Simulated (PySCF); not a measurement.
Gas-phase reaction: Al2H6 + 4 O = 2 AlOH + 2 H2O

Energies from PySCF, thermal terms from the rigid-rotor harmonic-oscillator model, ideal gas at 1 bar. † marks an energy on the PBE0/def2-TZVP geometry and frequencies; other levels use their own. MP2 freezes the core. Open shells (unrestricted): O (multiplicity 3); the rest are closed-shell singlets. Spin-orbit splitting is ignored; it lowers the true energy and changes the entropy of O. Al2H6: computed as isolated molecules; such fragments, hydroxides, amides, oligomers or adducts are transient or little studied in the gas. MP2 isn't extrapolated to the basis-set limit.

PBE0/def2-TZVP gives ΔH°(298 K) = -1862 kJ.

What do PBE/def2-SVP, PBE0/def2-SVP†, MP2/def2-TZVPP† give?

PBE/def2-SVP: -1959 kJ; PBE0/def2-SVP†: -1816 kJ; MP2/def2-TZVPP†: -2001 kJ. For scale, ΔH°(298 K) is -1862 kJ at this level, -1916 kJ at ωB97M-V/def2-TZVP†, and runs from -2344 to -1040 kJ over the 17 levels computed († marks an energy on the PBE0/def2-TZVP geometry).
